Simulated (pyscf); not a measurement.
Thermochemistry of product channels of Cl–In(Cl)–Cl (SMILES [Cl][In]([Cl])[Cl]) + HF (SMILES F) on the singlet surface, in kcal/mol, from CCSD(T)/def2-TZVPP + ΔMP2(QZVPP) energies (ideal gas, 1 atm, RRHO with modes under 100 cm⁻¹ raised to 100, one conformer, R ln 2 for chiral ones without a mode under 150 cm⁻¹). PySCF, gas phase, ωB97X-D3(BJ)/def2-SVP geometries. MP2 and CC: frozen core, UHF for open shells. ΔMP2 is the change of the MP2 total energy from the triple- to the quadruple-zeta basis.

```tsv
products	ΔE	ΔH(298 K)	ΔG(600 K)	ΔG(1200 K)
F–Cl (SMILES FCl) + Cl–InH–Cl (SMILES [Cl][InH][Cl])	?	+93.8	+91.4	+89.3
HCl (SMILES Cl) + F–In(Cl)–Cl (SMILES [F][In]([Cl])[Cl])	?	+13.6	+11.9	+10.3
```

Q: Some entries are withheld; supply them.

A: 
- F–Cl (SMILES FCl) + Cl–InH–Cl (SMILES [Cl][InH][Cl]), ΔE: +96.1
- HCl (SMILES Cl) + F–In(Cl)–Cl (SMILES [F][In]([Cl])[Cl]), ΔE: +14.9

These are energies of the channels, which say nothing of barriers. The CCSD(T) − MP2 part came from Ansatz, without density fitting, on the same reference. The frozen core leaves the outer d or s,p core shells of the metals and heavy elements correlated in the MP2 and CC values, and def2-TZVPP describes them poorly, which can shift differences by a few kcal/mol. Elements past Kr carry the def2 core potentials, without spin-orbit coupling.
